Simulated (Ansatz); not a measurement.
# C2H4B: the cost of one run

Program: Ansatz 0.2.0. Level of theory: RKS PBE0-D4/def2-SVPD. These are calculated values, not measurements.

### 1 The system as given

Bond lengths: B1–C2 1.463 Å, B1–C3 1.681 Å, C2–C3 1.351 Å, B1–H4 1.153 Å, C2–H5 1.071 Å, C3–H6 1.082 Å, C3–H7 1.151 Å. Angles: B1–C2–C3 73.3°, B1–C2–H5 153.1°, C3–C2–H5 133.6°, C2–B1–C3 50.3°, C2–B1–H4 158.5°, C3–B1–H4 151.2°, B1–C3–C2 56.4°, B1–C3–H6 171.1°, B1–C3–H7 60.6°, C2–C3–H6 132.4°, C2–C3–H7 117.0°, H6–C3–H7 110.5°.

Coordinates:

```xyz
7

B    -0.8053   -0.2592   -0.4848
C     0.4683    0.4457   -0.6279
C     0.4097    0.0034    0.6472
H    -1.8323   -0.6907   -0.7836
H     1.1963    0.9993   -1.1854
H     1.0948    0.0845    1.4802
H    -0.5314   -0.5829    0.9542
```

### 2 End point A

The input, input.yaml:

```yaml
crystal:
  periodic: [false, false, false]
  atoms:
    - { symbol: B, position_ang: [-0.80531, -0.25917, -0.48476] }
    - { symbol: C, position_ang: [0.46832, 0.44568, -0.62789] }
    - { symbol: C, position_ang: [0.40968, 0.00336, 0.64721] }
    - { symbol: H, position_ang: [-1.83231, -0.69072, -0.78356] }
    - { symbol: H, position_ang: [1.1963, 0.99928, -1.18542] }
    - { symbol: H, position_ang: [1.09476, 0.08446, 1.48018] }
    - { symbol: H, position_ang: [-0.53144, -0.5829, 0.95424] }
total_charge: 1
basis:
  gaussian: { orbitals: def2-SVPD }
hamiltonian:
  xc: pbe0
  dispersion: d4
relax:
  f_tol: 0.02
  max_steps: 50
```

Launch:

```sh
$ ansatz run input.yaml --threads 2 --pin off --max-ram 3072MiB --backend cpu --events-out ev --progress --plain --runs-dir out
```

**Question.** How long does this run take on 2 threads of Intel Xeon Platinum 8488C (Sapphire Rapids), shared host, and how much memory does it need?

About 8.3 s, with a peak of 0.16 GiB.
